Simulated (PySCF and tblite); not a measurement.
Results of a calculation; reference values are marked as such.
Stationary points of C4H9N at PBE0-D3(BJ)/def2-SVP, in Å:

Structure A

```
 1 C     1.647   -0.442    0.638
 2 C     0.582   -0.490   -0.431
 3 C     0.134    0.776   -1.149
 4 N    -0.663    0.103   -0.226
 5 C    -1.887    0.094    0.477
 6 H     2.650   -0.598    0.210
 7 H     1.482   -1.231    1.389
 8 H     1.632    0.527    1.158
 9 H     0.617   -1.407   -1.051
10 H     0.622    1.725   -0.861
11 H    -0.108    0.718   -2.225
12 H    -2.043    1.003    1.092
13 H    -2.770   -0.011   -0.186
14 H    -1.895   -0.766    1.165
```

Structure B

```
 1 C     1.391   -0.363    0.746
 2 C     0.605   -0.499   -0.532
 3 C     0.013    0.689   -1.204
 4 N    -0.829   -0.312   -0.601
 5 C    -1.589    0.028    0.574
 6 H     2.463   -0.255    0.519
 7 H     1.276   -1.258    1.379
 8 H     1.089    0.513    1.337
 9 H     0.955   -1.319   -1.175
10 H     0.127    1.649   -0.679
11 H    -0.019    0.772   -2.297
12 H    -1.117    0.781    1.237
13 H    -2.567    0.428    0.264
14 H    -1.777   -0.879    1.170
```

Structure C

```
 1 C     1.787   -0.537    0.602
 2 C     0.494   -0.373   -0.143
 3 C     0.110    0.884   -0.838
 4 N    -0.503    0.508    0.413
 5 C    -1.877    0.082    0.381
 6 H     2.586   -0.894   -0.066
 7 H     1.679   -1.264    1.422
 8 H     2.099    0.422    1.040
 9 H     0.111   -1.290   -0.618
10 H     0.772    1.757   -0.813
11 H    -0.487    0.789   -1.755
12 H    -2.540    0.960    0.426
13 H    -2.141   -0.499   -0.529
14 H    -2.091   -0.547    1.260
```

Level: PBE0/pcSseg-1 + D3(BJ) on PBE0-D3(BJ)/def2-SVP stationary points, with GFN2-xTB thermal terms.

**Question.** Which structure is a saddle point, and along which motion?

**Answer.** A: one imaginary mode (363i cm⁻¹ at GFN2-xTB, mostly on N4, C5), along the pyramidal inversion at N4.

**Question.** Give their symmetry and energies above the lowest.

**Answer.** A C1, 17.0 kcal/mol; B C1, 2.8 kcal/mol; C C1, 0.0 kcal/mol.
